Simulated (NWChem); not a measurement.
The numbers come from NWChem runs, not from measurements. System: CHN, charge 1, spin multiplicity 2, at the geometry of a parent with another charge or spin, in a state set for the comparison that need not be this species' ground state. Its SCF solution wasn't tested for a lower state. Level: UB3LYP/aug-cc-pVTZ, VWN1-RPA local correlation.

NWChem printed:

```
             Northwest Computational Chemistry Package (NWChem) 7.3.0
             --------------------------------------------------------

                                NWChem Input Module
                                -------------------

 Scaling coordinates for geometry "geometry" by  1.889725989
 (inverse scale =  0.529177249)

 Turning off AUTOSYM since
 SYMMETRY directive was detected!

                             Geometry "geometry" -> ""
                             -------------------------

 Output coordinates in angstroms (scale by  1.889725989 to convert to a.u.)

  No.       Tag          Charge          X              Y              Z
 ---- ---------------- ---------- -------------- -------------- --------------
    1 C                    6.0000     0.00000000     0.00000000     0.74109300
    2 N                    7.0000     0.00000000     0.00000000    -0.43037300
    3 H                    1.0000     0.00000000     0.00000000    -1.43394400

 Effective nuclear repulsion energy (a.u.)      24.1231686442

            Nuclear Dipole moment (a.u.)
            ----------------------------
        X                 Y               Z
 ---------------- ---------------- ----------------
     0.0000000000     0.0000000000     0.0000056692

      Symmetry information
      --------------------

 Group name             C2v
 Group number             16
 Group order               4
 No. of unique centers     3

      Symmetry unique atoms

     1    2    3


 Summary of "ao basis" -> "" (spherical)
 ------------------------------------------------------------------------------
       Tag                 Description            Shells   Functions and Types
 ---------------- ------------------------------  ------  ---------------------
 *                        aug-cc-pvtz                 on all atoms

                                 NWChem DFT Module
                                 -----------------

 Summary of "ao basis" -> "ao basis" (spherical)
 ------------------------------------------------------------------------------
       Tag                 Description            Shells   Functions and Types
 ---------------- ------------------------------  ------  ---------------------
 C                        aug-cc-pvtz               14       46   5s4p3d2f
 N                        aug-cc-pvtz               14       46   5s4p3d2f
 H                        aug-cc-pvtz                9       23   4s3p2d

 Summary of "ao basis" -> "ao basis" (spherical)
 ------------------------------------------------------------------------------
       Tag                 Description            Shells   Functions and Types
 ---------------- ------------------------------  ------  ---------------------
 C                        aug-cc-pvtz               14       46   5s4p3d2f
 N                        aug-cc-pvtz               14       46   5s4p3d2f
 H                        aug-cc-pvtz                9       23   4s3p2d

      Symmetry analysis of basis
      --------------------------

        a1         49
        a2         12
        b1         27
        b2         27

            General Information
            -------------------
          SCF calculation type: DFT
          Wavefunction type:  spin polarized.
          No. of atoms     :     3
          No. of electrons :    13
           Alpha electrons :     7
            Beta electrons :     6
          Charge           :     1
          Spin multiplicity:     2
          Use of symmetry is: on ; symmetry adaption is: on
          Maximum number of iterations: 100
          AO basis - number of functions:   115
                     number of shells:    37
          Convergence on energy requested:  1.00D-06
          Convergence on density requested:  1.00D-05
          Convergence on gradient requested:  5.00D-04

              XC Information
              --------------
                         B3LYP Method XC Potential
                     Hartree-Fock (Exact) Exchange  0.200
                        Slater Exchange Functional  0.800 local
                    Becke 1988 Exchange Functional  0.720 non-local
              Lee-Yang-Parr Correlation Functional  0.810
                  VWN I RPA Correlation Functional  0.190 local
[...]
  ----- ------------  ---------------      ----- ------------  ---------------
    54      0.270824  2 N  pz                57      0.270376  2 N  pz
     2      0.244475  1 C  s                 94     -0.218749  3 H  s
    50     -0.196120  2 N  s                 48     -0.181224  2 N  s
    93     -0.170074  3 H  s                  4      0.138265  1 C  s
    11     -0.096930  1 C  pz                 8     -0.092344  1 C  pz

 Vector    5  Occ=1.000000D+00  E=-7.249632D-01  Symmetry=b1
              MO Center=  1.5D-15, -3.3D-16, -7.3D-02, r^2= 9.3D-01
   Bfn.  Coefficient  Atom+Function         Bfn.  Coefficient  Atom+Function
  ----- ------------  ---------------      ----- ------------  ---------------
    55      0.367920  2 N  px                52      0.300040  2 N  px
     9      0.240440  1 C  px                58      0.210688  2 N  px
     6      0.208105  1 C  px                12      0.062597  1 C  px
    26      0.029410  1 C  d  1             100      0.026938  3 H  px

 Vector    6  Occ=1.000000D+00  E=-7.249374D-01  Symmetry=b2
              MO Center=  6.4D-17, -1.9D-15, -7.3D-02, r^2= 9.3D-01
   Bfn.  Coefficient  Atom+Function         Bfn.  Coefficient  Atom+Function
  ----- ------------  ---------------      ----- ------------  ---------------
    56      0.367820  2 N  py                53      0.299963  2 N  py
    10      0.240567  1 C  py                59      0.210639  2 N  py
     7      0.208202  1 C  py                13      0.062654  1 C  py
    24     -0.029412  1 C  d -1             101      0.026934  3 H  py

 Vector    7  Occ=0.000000D+00  E=-5.605384D-01  Symmetry=a1
              MO Center= -2.0D-15,  1.8D-16,  1.0D+00, r^2= 9.4D-01
   Bfn.  Coefficient  Atom+Function         Bfn.  Coefficient  Atom+Function
  ----- ------------  ---------------      ----- ------------  ---------------
     4      0.401379  1 C  s                  2      0.357122  1 C  s
    11      0.274443  1 C  pz                 8      0.246556  1 C  pz
    48     -0.145900  2 N  s                 57     -0.127086  2 N  pz
    54     -0.108717  2 N  pz                14      0.103534  1 C  pz
     3      0.091235  1 C  s                 51      0.080839  2 N  s

 Vector    8  Occ=0.000000D+00  E=-3.207369D-01  Symmetry=b2
              MO Center= -3.1D-16,  1.2D-15,  3.6D-01, r^2= 1.6D+00
   Bfn.  Coefficient  Atom+Function         Bfn.  Coefficient  Atom+Function
  ----- ------------  ---------------      ----- ------------  ---------------
    10      0.397255  1 C  py                13      0.342169  1 C  py
     7      0.323171  1 C  py                56     -0.283911  2 N  py
    59     -0.236245  2 N  py                53     -0.228993  2 N  py
    62     -0.076625  2 N  py                16      0.066158  1 C  py
    75      0.064705  2 N  d -1              24      0.052798  1 C  d -1

 Vector    9  Occ=0.000000D+00  E=-3.207139D-01  Symmetry=b1
              MO Center=  1.2D-15, -4.0D-16,  3.6D-01, r^2= 1.6D+00
   Bfn.  Coefficient  Atom+Function         Bfn.  Coefficient  Atom+Function
  ----- ------------  ---------------      ----- ------------  ---------------
     9      0.397273  1 C  px                12      0.342238  1 C  px
     6      0.323198  1 C  px                55     -0.283840  2 N  px
    58     -0.236169  2 N  px                52     -0.228935  2 N  px
    61     -0.076611  2 N  px                15      0.066180  1 C  px
    77     -0.064715  2 N  d  1              26     -0.052783  1 C  d  1

   alpha - beta orbital overlaps
   -----------------------------

   alpha      1      2      3      4      5      6      7      8      9     10
    beta      1      2      3      4      7      6      5      9      8     10
 overlap   1.000  1.000  0.998  0.993  0.985  0.993  0.993  0.991  0.991  0.997

   alpha     11     12     13     14     15     16     17     18     19     20
    beta     11     13     12     14     15     17     16     18     19     20
 overlap   0.990  0.999  0.999  0.992  0.991  0.999  0.999  1.000  1.000  0.981

   alpha     21     22     23     24     25     26     27     28     29     30
    beta     21     22     23     24     26     25     27     29     28     30
 overlap   0.982  0.999  0.999  0.998  0.999  0.999  0.990  1.000  1.000  1.000

   alpha     31     32     33     34     35     36     37     38     39     40
    beta     31     32     33     34     36     35     37     38     39     41
 overlap   1.000  0.952  0.893  0.932  0.998  0.998  0.994  0.992  0.992  0.999

   alpha     41     42     43     44     45     46     47     48     49     50
    beta     40     42     43     44     46     45     47     48     49     51
 overlap   0.999  0.997  0.992  0.992  0.992  0.992  1.000  1.000  0.996  0.992

   alpha     51     52     53     54     55     56     57     58     59     60
    beta     50     52     53     54     55     56     57     58     60     59
 overlap   0.992  0.990  0.999  0.999  0.998  0.998  0.970  0.973  1.000  1.000

   alpha     61     62     63     64     65     66     67     68     69     70
    beta     61     62     64     63     65     67     66     70     68     69
 overlap   1.000  1.000  1.000  1.000  0.992  0.999  0.999  0.990  1.000  1.000

   alpha     71     72     73     74     75     76     77     78     79     80
    beta     72     71     73     75     74     76     77     78     79     81
 overlap   1.000  1.000  0.992  0.999  0.999  0.994  0.993  0.996  0.996  1.000

   alpha     81     82     83     84     85     86     87     88     89     90
    beta     80     83     82     84     85     86     87     88     89     90
 overlap   1.000  0.977  0.977  0.996  0.996  0.999  0.978  0.978  0.995  1.000

   alpha     91     92     93     94     95     96     97     98     99    100
    beta     91     92     94     93     96     95     97     98     99    101
 overlap   1.000  1.000  1.000  1.000  1.000  1.000  0.999  1.000  1.000  1.000

   alpha    101    102    103    104    105    106    107    108    109    110
    beta    100    102    103    104    105    106    108    107    109    110
 overlap   1.000  1.000  1.000  0.999  1.000  1.000  1.000  1.000  1.000  1.000

   alpha    111    112    113    114    115
    beta    112    111    113    114    115
 overlap   1.000  1.000  1.000  1.000  1.000

     --------------------------
     Expectation value of S2:
     --------------------------
      <S2> =      0.7792 (Exact =     0.7500)

 center of mass
 --------------
 x =   0.00000000 y =   0.00000000 z =   0.09944402

 moments of inertia (a.u.)
 ------------------
          39.930831033407           0.000000000000           0.000000000000
           0.000000000000          39.930831033407           0.000000000000
           0.000000000000           0.000000000000           0.000000000000

     Multipole analysis of the density
     ---------------------------------

     L   x y z        total         alpha         beta         nuclear
     -   - - -        -----         -----         ----         -------
     0   0 0 0      1.000000     -7.000000     -6.000000     14.000000

     1   1 0 0     -0.000000     -0.000000     -0.000000      0.000000
     1   0 1 0     -0.000000     -0.000000     -0.000000      0.000000
     1   0 0 1     -0.101483     -1.328591      1.227102      0.000006

     2   2 0 0     -7.068487     -3.900045     -3.168443      0.000000
     2   1 1 0     -0.000000     -0.000000     -0.000000      0.000000
     2   1 0 1      0.000000     -0.000000      0.000000      0.000000
     2   0 2 0     -7.068473     -3.899945     -3.168529      0.000000
     2   0 1 1      0.000000     -0.000000      0.000000      0.000000
     2   0 0 2     -1.263738    -15.299004     -9.705365     23.740631

 Task  times  cpu:        3.8s     wall:        3.8s

 Total times  cpu:        3.8s     wall:        3.8s
```

Problem. Write an NWChem input that would produce this output.

Solution. Several could match; the one computed here: 
```
start mol
memory heap 200 mb stack 900 mb global 1100 mb
charge 1
geometry units angstroms nocenter noautoz
  C      0.000000     0.000000     0.741093
  N      0.000000     0.000000    -0.430373
  H      0.000000     0.000000    -1.433944
  symmetry group C2v
end
basis spherical
  * library aug-cc-pvtz
end
dft
  xc b3lyp
  odft
  mult 2
  semidirect memsize 60000000 filesize 0
  iterations 100
end
task dft energy
```
